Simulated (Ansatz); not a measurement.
Basis-set series for C₃H₄ClF, SMILES `C=C(Cl)CF`. Charge 0, multiplicity 1. All single points use the PBE0-D4/def2-TZVP geometry. It is one conformer, not always the lowest.

```json
{"atom": "C1", "x (Å)": "0.3599", "y (Å)": "0.0031", "z (Å)": "-1.3579"}
{"atom": "C2", "x (Å)": "-0.1953", "y (Å)": "-0.4033", "z (Å)": "-0.2318"}
{"atom": "Cl3", "x (Å)": "-1.1402", "y (Å)": "-1.8488", "z (Å)": "-0.1315"}
{"atom": "C4", "x (Å)": "-0.1064", "y (Å)": "0.2848", "z (Å)": "1.0904"}
{"atom": "F5", "x (Å)": "0.6435", "y (Å)": "1.4306", "z (Å)": "0.9980"}
{"atom": "H6", "x (Å)": "0.9408", "y (Å)": "0.9162", "z (Å)": "-1.3601"}
{"atom": "H7", "x (Å)": "0.2495", "y (Å)": "-0.5530", "z (Å)": "-2.2785"}
{"atom": "H8", "x (Å)": "-1.1089", "y (Å)": "0.5493", "z (Å)": "1.4434"}
{"atom": "H9", "x (Å)": "0.3571", "y (Å)": "-0.3790", "z (Å)": "1.8280"}
```

```json
{"functional": "PBE0-D4", "basis": "def2-TZVPP", "functions": "222", "energy (Eh)": "-676.45883", "HOMO (eV)": "-7.62", "LUMO (eV)": "-0.25"}
{"functional": "PBE0-D4", "basis": "def2-QZVPP", "functions": "418", "energy (Eh)": "-676.48384", "HOMO (eV)": "-7.65", "LUMO (eV)": "-0.35"}
{"functional": "ωB97M-V", "basis": "def2-TZVPP", "functions": "222", "energy (Eh)": "-676.74133", "HOMO (eV)": "-9.83", "LUMO (eV)": "1.87"}
{"functional": "ωB97M-V", "basis": "def2-QZVPP", "functions": "418", "energy (Eh)": "-676.76527", "HOMO (eV)": "-9.86", "LUMO (eV)": "1.66"}
```

Give the rows for def2-SVP. (Best estimate.)

Ansatz gave: 
```csv
functional,basis,functions,energy (Eh),HOMO (eV),LUMO (eV)
PBE0-D4,def2-SVP,94,-676.04712,-7.52,0.00
ωB97M-V,def2-SVP,94,-676.32251,-9.70,2.23
```

Positive LUMOs are unbound and depend on the basis.
